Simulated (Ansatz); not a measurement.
Basis-set extrapolation for `F[C](F)Cl` radical (PBE0-D4/def2-TZVP geometry, frozen core, Ansatz). Multiplicity 2, UHF reference.

```json
{"": "HF", "def2-TZVPP": "-696.303296", "def2-QZVPP": "-696.326437"}
{"": "MP2 correlation", "def2-TZVPP": "-0.814095", "def2-QZVPP": "-0.891544"}
{"": "CCSD(T) correlation", "def2-TZVPP": "-0.864561", "def2-QZVPP": "not run"}
```

Energies in hartree. Use E(X) = E(∞) + A·exp(−7.88·√X) for Hartree–Fock and E(X) = E(∞) + B·X^(−2.97) for correlation, with X = 3 and 4, and add CCSD(T) minus MP2 of the smaller set to the MP2 limit.

What is the CCSD(T) energy at the basis-set limit?

HF limit: -696.326437 + (-0.023141) × 0.13774 = -696.32962. MP2 limit: -0.891544 + (-0.077449) × 0.74074 = -0.94891. Higher-order term: -0.864561 − (-0.814095) = -0.05047. Total: -697.32900 hartree, 423.1 kJ/mol below CCSD(T)/def2-TZVPP.
